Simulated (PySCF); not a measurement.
Mapped SMILES: `[CH:1]#[C:2][C:3](=[CH2:4])[CH3:5]`; H(Xn) means a hydrogen on atom n. Ha(C4) is cis to C2; Hb(C4) is trans to C2.

Computational details: NMR shieldings at B3LYP/pcSseg-2/GIAO, geometry from PBE0-D3(BJ)/def2-SVP, spin–spin couplings from B3LYP/pcJ-1 (without the spin–dipole term), in PySCF 2.14.0 with density-fitted response routines (non-relativistic, one computed conformer, equivalent nuclei averaged, isolated molecule).

List the cross peaks expected in HSQC, COSY and HMBC spectra.

Results:



HSQC (one-bond C–H):
```csv
δH,δC,"1J(C,H) (Hz)"
5.63 (Ha(C4)),134.0 (C4),172
5.53 (Hb(C4)),134.0 (C4),169
2.87 (H(C1)),84.3 (C1),275
1.96 (H(C5)),27.4 (C5),136
```

COSY cross peaks (|J| ≥ 2 Hz):
```csv
δH,δH,abs. J (Hz),bonds
5.63 (Ha(C4)),5.53 (Hb(C4)),2.2,2
5.53 (Hb(C4)),1.96 (H(C5)),2.2,4
```

HMBC (two and three bonds, |J| ≥ 2.5 Hz):
```csv
δH,δC [abs. J in Hz]
5.63 (Ha(C4)),"89.2 (C2) [9.1], 27.4 (C5) [11.3]"
5.53 (Hb(C4)),"89.2 (C2) [15.3], 27.4 (C5) [7.2]"
2.87 (H(C1)),"141.4 (C3) [4.9], 89.2 (C2) [51.2]"
1.96 (H(C5)),"141.4 (C3) [6.3], 134.0 (C4) [6.9], 89.2 (C2) [5.8]"
```

Scale: 1H (σref 31.39), 13C (σref 179.19) against TMS (reference shieldings calculated alike).

Short H···H contacts in this conformer between protons four or more bonds apart (candidates for NOE cross peaks, intensity ∝ r⁻⁶): Hb(C4)···H(C5) 2.41 Å.

Shifts are as computed. Against solution values, carbons near 30 ppm lie about +3 ppm off and those near 130 ppm about +8 ppm. Of 1211 compounds with measured shifts, 218 miss one by over three times the rms of a fit or turn the order of signals round; such compounds aren't used in these exercises.
